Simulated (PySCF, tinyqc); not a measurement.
Worked calculation: RHF in the sto-3g basis, for CH2, spin multiplicity 1. This run ends on a higher stationary point, not on the lowest solution. The lowest restricted solution is unstable here: a spin-polarised one lies 0.0416 hartree lower (PySCF). Computed by tinyqc, a small Python program that keeps every step (integrals from PySCF). Settings: charge = 0, multiplicity = 1, basis = sto-3g, energy threshold = 1e-08, iteration cap = 90, orthogonalisation = symmetric, start = core, DIIS depth = 3, method = RHF. Command: `OMP_NUM_THREADS=1 python tinyqc.py 29810 29811 out.jsonl` (the two numbers bound the seeds that draw the settings). One thread of a shared host (Intel(R) Xeon(R) Processor @ 2.60GHz), about 0.06 s of CPU time with the checks.

Geometry (angstrom):
```
atom        x         y        z
C     0.00000   0.00000  0.00000
H     0.00000   1.15400  0.52900
H     0.00000  -1.15400  0.52900
```

Stop when the energy changes by less than 1e-08 hartree and every element of the error matrix X^T (F D S - S D F) X is below 3e-05.

Course of the cycle:
```
iteration  E (hartree)     change  largest element of the error matrix
1          -36.7447565          -                             5.76e-01
2          -38.1804338  -1.44e+00                             9.09e-02
3          -38.1920857  -1.17e-02                             2.69e-02
4          -38.1931868  -1.10e-03                             2.89e-03
5          -38.1932066  -1.98e-05                             5.45e-04
6          -38.1932073  -7.27e-07                             8.06e-05
7          -38.1932074  -1.79e-08                             1.96e-06
8          -38.1932074  -4.19e-12                             3.75e-07
```

Can the last value be used, and what does the course show?

No, though the log alone does not show it. Converged in 8 iterations. But the solution lies 0.11720 hartree above the reference: it is another stationary point, not the lowest restricted one. Reruns (cap 100 unless said): DIIS 8: converged in 7 to a higher stationary point; damping 0.5: converged in 29 to a higher stationary point; level shift 0.5: converged in 17 to a higher stationary point; atomic densities as start, DIIS 8: converged in 8. PySCF RHF in the same basis = -38.3104111 hartree.
